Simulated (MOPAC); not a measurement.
MOPAC input (AM1):

```
AM1 FORCE THERMO(298,298) PRECISE LET GEO-OK AUX(PRECISION=9) THREADS=1
C2F3N

C     0.00008836 1   -0.00130442 1   -0.27855739 1
C    -0.00040556 1    0.00556945 1    1.20697119 1
F    -0.00864496 1    1.25387082 1   -0.83090464 1
F     1.09396684 1   -0.62489425 1   -0.82188376 1
F    -1.08448841 1   -0.64038834 1   -0.82255619 1
N    -0.00079232 1    0.01092114 1    2.36576285 1
```

From the output:

```
     N    6   0.827635  22.623392   0.080785   0.080778   0.080779  23.347460

          HEAT OF FORMATION =    -119.549366 KCALS/MOLE

          ZERO POINT ENERGY      15.884 KCAL/MOL

           NORMAL COORDINATE ANALYSIS (Total motion = 1 Angstrom)

   Root No.       1         2         3         4         5         6         7         8

                 1 E       1 E       2 E       2 E       1 A1      3 E       3 E       2 A1

                 233.9     233.9     421.0     421.0     516.6     700.2     700.2     918.5

           1    0.0000   -0.0000    0.0000    0.0000    0.1351   -0.0000    0.0000   -0.1412
           2    0.0234   -0.1053    0.1218    0.0255   -0.0000   -0.1256    0.0128    0.0000
           3   -0.1061   -0.0232    0.0255   -0.1218   -0.0000   -0.0126   -0.1267   -0.0000
           4    0.0000   -0.0000    0.0000    0.0000    0.1772    0.0000   -0.0000    0.1585
           5    0.0268   -0.1208    0.1746    0.0366   -0.0000    0.3947   -0.0401   -0.0000
           6   -0.1218   -0.0266    0.0366   -0.1745    0.0000    0.0397    0.3983    0.0000
           7   -0.0527    0.2376    0.0527    0.0110   -0.1133    0.1275   -0.0130   -0.0558
           8   -0.0011    0.0049    0.1523    0.0319   -0.1198   -0.1237    0.0126    0.1527
           9   -0.0437   -0.0095   -0.0508    0.2423   -0.0000    0.0057    0.0574    0.0000
          10   -0.1810   -0.1641   -0.0359    0.0401   -0.1133   -0.0749   -0.1049   -0.0558
          11    0.0280   -0.0267   -0.1079   -0.2010    0.0599    0.0039   -0.0801   -0.0764
          12   -0.0118    0.0193    0.1822   -0.0178    0.1038   -0.0861   -0.0713   -0.1323
          13    0.2337   -0.0735   -0.0168   -0.0512   -0.1133   -0.0526    0.1179   -0.0558
          14   -0.0141   -0.0359   -0.1795    0.1408    0.0599    0.0196    0.0777   -0.0764
          15   -0.0025   -0.0225   -0.1597   -0.0894   -0.1038    0.0703   -0.0872    0.1323
          16   -0.0000    0.0000   -0.0000   -0.0000    0.1931   -0.0000    0.0000    0.2124
          17   -0.0604    0.2720   -0.0710   -0.0149   -0.0000   -0.0949    0.0096   -0.0000
          18    0.2741    0.0599   -0.0149    0.0709    0.0000   -0.0096   -0.0957    0.0000

   Root No.       9        10        11        12

                 3 A1      4 E       4 E       4 A1

                1417.2    1491.4    1491.4    2565.3

           1    0.4628    0.0000    0.0000   -0.0596
           2   -0.0000    0.1118    0.5112    0.0000
           3   -0.0000    0.5167   -0.1107    0.0000
           4   -0.0436   -0.0000   -0.0000    0.5351
           5   -0.0000   -0.0085   -0.0388   -0.0000
           6    0.0000   -0.0392    0.0084   -0.0000
           7   -0.0623    0.0180    0.0825   -0.0045
           8    0.1132   -0.0427   -0.1952    0.0028
           9    0.0000   -0.0101    0.0022    0.0000
          10   -0.0623   -0.0812   -0.0258   -0.0045
          11   -0.0566   -0.0934   -0.0389   -0.0014
          12   -0.0980   -0.1680   -0.0480   -0.0024
          13   -0.0623    0.0632   -0.0567   -0.0045
          14   -0.0566    0.0687   -0.0736   -0.0014
          15    0.0980   -0.1329    0.1124    0.0024
          16   -0.1060    0.0000    0.0000   -0.3893
          17   -0.0000    0.0027    0.0123    0.0000
          18    0.0000    0.0124   -0.0027   -0.0000

           MASS-WEIGHTED COORDINATE ANALYSIS (NORMAL COORDINATES)

   Root No.       1         2         3         4         5         6         7         8

                 1 E       1 E       2 E       2 E       1 A1      3 E       3 E       2 A1

                 233.9     233.9     421.0     421.0     516.6     700.2     700.2     918.5

           1    0.0000   -0.0000    0.0000    0.0000    0.2866   -0.0000    0.0000   -0.2989
           2    0.0458   -0.2053    0.2371    0.0510   -0.0000   -0.2422    0.0306    0.0000
           3   -0.2053   -0.0458    0.0510   -0.2371   -0.0000   -0.0306   -0.2422   -0.0000
           4    0.0000   -0.0000    0.0000    0.0000    0.3760    0.0000   -0.0000    0.3355
           5    0.0526   -0.2357    0.3399    0.0730   -0.0000    0.7613   -0.0962   -0.0000
           6   -0.2357   -0.0526    0.0730   -0.3399    0.0000    0.0962    0.7613    0.0000
           7   -0.1300    0.5828    0.1291    0.0277   -0.3022    0.3093   -0.0391   -0.1487
           8   -0.0027    0.0121    0.3729    0.0801   -0.3198   -0.3000    0.0379    0.4066
           9   -0.1063   -0.0237   -0.1275    0.5934   -0.0000    0.0174    0.1380    0.0000
          10   -0.4398   -0.4040   -0.0886    0.0979   -0.3022   -0.1885   -0.2483   -0.1487
          11    0.0684   -0.0652   -0.2619   -0.4940    0.1599    0.0045   -0.1933   -0.2033
          12   -0.0289    0.0474    0.4467   -0.0414    0.2770   -0.2138   -0.1666   -0.3521
          13    0.5697   -0.1789   -0.0405   -0.1257   -0.3022   -0.1208    0.2874   -0.1487
          14   -0.0342   -0.0881   -0.4417    0.3429    0.1599    0.0525    0.1861   -0.2033
          15   -0.0060   -0.0552   -0.3902   -0.2213   -0.2770    0.1656   -0.2145    0.3521
          16   -0.0000    0.0000   -0.0000   -0.0000    0.4423   -0.0000    0.0000    0.4856
          17   -0.1278    0.5729   -0.1492   -0.0321   -0.0000   -0.1976    0.0250   -0.0000
          18    0.5729    0.1278   -0.0321    0.1492    0.0000   -0.0250   -0.1976    0.0000

   Root No.       9        10        11        12

                 3 A1      4 E       4 E       4 A1

                1417.2    1491.4    1491.4    2565.3

           1    0.8334    0.0000    0.0000   -0.0873
           2   -0.0000    0.1945    0.8179    0.0000
           3   -0.0000    0.8179   -0.1945    0.0000
           4   -0.0786   -0.0000   -0.0000    0.7832
           5   -0.0000   -0.0148   -0.0621   -0.0000
           6    0.0000   -0.0621    0.0148   -0.0000
           7   -0.1410    0.0395    0.1660   -0.0083
           8    0.2564   -0.0934   -0.3927    0.0051
           9    0.0000   -0.0201    0.0048    0.0000
          10   -0.1410   -0.1635   -0.0488   -0.0083
          11   -0.1282   -0.1883   -0.0749   -0.0025
          12   -0.2220   -0.3379   -0.0901   -0.0044
          13   -0.1410    0.1240   -0.1172   -0.0083
          14   -0.1282    0.1344   -0.1516   -0.0025
          15    0.2220   -0.2612    0.2326    0.0044
          16   -0.2061    0.0000    0.0000   -0.6154
          17   -0.0000    0.0050    0.0212    0.0000
          18    0.0000    0.0212   -0.0050   -0.0000

          DESCRIPTION OF VIBRATIONS

 VIBRATION          2    1E          ATOM PAIR     ENERGY CONTRIBUTION    RADIAL
 FREQUENCY           233.94         C 1 -- F 3         +22.2% (119.3%)      0.3%
 TRANSITION DIPOLE   0.4492         C 1 -- F 4         +20.8% (115.6%)      0.3%
 TRAVEL (Ang.)       0.2528         C 1 -- C 2         +20.1% (113.6%)      0.0%
 REDUCED MASS        4.5102         C 1 -- F 5         +19.8% (112.7%)      0.2%
 EFFECTIVE MASS     17.6313         C 2 -- N 6         +17.3% (105.3%)      0.0%
 FORCE CONSTANT      0.1454

 VIBRATION          4    2E          ATOM PAIR     ENERGY CONTRIBUTION    RADIAL
 FREQUENCY           421.02         C 1 -- F 3         +30.6% ( 89.8%)      0.0%
 TRANSITION DIPOLE   0.8414         C 1 -- F 4         +21.7% ( 75.6%)      0.9%
 TRAVEL (Ang.)       0.1876         C 1 -- C 2         +21.7% ( 75.6%)      0.0%
 REDUCED MASS        4.5485         C 1 -- F 5         +15.4% ( 63.7%)      5.0%
 EFFECTIVE MASS     17.9516         C 2 -- N 6         +10.7% ( 53.1%)      0.0%
 FORCE CONSTANT      0.4750

 VIBRATION          5    1A1         ATOM PAIR     ENERGY CONTRIBUTION    RADIAL
 FREQUENCY           516.60         C 1 -- C 2         +48.9% (147.5%)    100.0%
 TRANSITION DIPOLE   1.5563         C 2 -- N 6         +13.6% ( 77.7%)    100.0%
 TRAVEL (Ang.)       0.2088         C 1 -- F 5         +12.5% ( 74.6%)      0.8%
 REDUCED MASS        2.9938         C 1 -- F 4         +12.5% ( 74.6%)      0.8%
 EFFECTIVE MASS     16.6587         C 1 -- F 3         +12.5% ( 74.6%)      0.8%
 FORCE CONSTANT      0.4707

 VIBRATION          7    3E          ATOM PAIR     ENERGY CONTRIBUTION    RADIAL
 FREQUENCY           700.18         C 1 -- C 2         +41.1% ( 85.5%)      0.0%
 TRANSITION DIPOLE   1.0987         C 2 -- N 6         +25.3% ( 67.1%)      0.0%
 TRAVEL (Ang.)       0.1381         C 1 -- F 3         +11.8% ( 45.8%)      0.3%
 REDUCED MASS        5.0490         C 1 -- F 4         +11.0% ( 44.3%)     17.0%
 EFFECTIVE MASS     14.3607         C 1 -- F 5         +10.8% ( 43.8%)     25.0%
 FORCE CONSTANT      1.4584

 VIBRATION          8    2A1         ATOM PAIR     ENERGY CONTRIBUTION    RADIAL
 FREQUENCY           918.55         C 1 -- C 2         +48.1% ( 93.4%)    100.0%
 TRANSITION DIPOLE   1.4296         C 1 -- F 3         +13.5% ( 49.5%)     52.1%
 TRAVEL (Ang.)       0.1557         C 1 -- F 4         +13.5% ( 49.5%)     52.1%
 REDUCED MASS        3.0290         C 1 -- F 5         +13.5% ( 49.5%)     52.1%
 EFFECTIVE MASS     16.5429         C 2 -- N 6         +11.4% ( 45.4%)    100.0%
```
